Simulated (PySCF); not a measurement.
Mapped SMILES: `[NH2:1][C:2](=[O:3])[CH2:4][CH2:5][Cl:6]`. Hydrogens are named by the atom that carries them. Ha(N1) is cis to the C=O or C=S heteroatom; Hb(N1) is trans to the C=O or C=S heteroatom.

GIAO PBE0/pcSseg-1 shifts (PySCF, gas phase, non-relativistic, equivalent atoms averaged), each against references optimised in the same way as the molecule (NH3, TMS, H2O, HCl).

On the GFN2-xTB geometry: N1 123.4, C2 171.1, C5 49.3, C4 43.7, O3 428.6, Cl6 97, Hb(N1) 5.50, Ha(N1) 4.61, H(C5) 3.89, H(C4) 2.31 ppm.

Q: What changes on the PBE0-D3(BJ)/def2-SVP geometry?

A: 
| atoms | δ (ppm) | change |
| --- | --- | --- |
| N1 | 113.7 | -9.7 |
| C2 | 170.1 | -1.0 |
| C5 | 44.3 | -5.0 |
| C4 | 38.7 | -5.0 |
| O3 | 424.6 | -4.0 |
| Cl6 | 64 | -33 |
| Hb(N1) | 4.52 | -0.98 |
| Ha(N1) | 4.40 | -0.21 |
| H(C5) | 3.53 | -0.36 |
| H(C4) | 2.20 | -0.11 |

Bonds between heavy atoms that differ most (equivalent bonds averaged): C4–C5 1.522 → 1.512 Å, C2–C4 1.528 → 1.520 Å, N1–C2 1.350 → 1.357 Å, C2–O3 1.209 → 1.214 Å. Mean change of bonds to hydrogen: N–H +0.004 Å, C–H +0.009 Å. The two structures also differ in conformation, which adds to the changes.
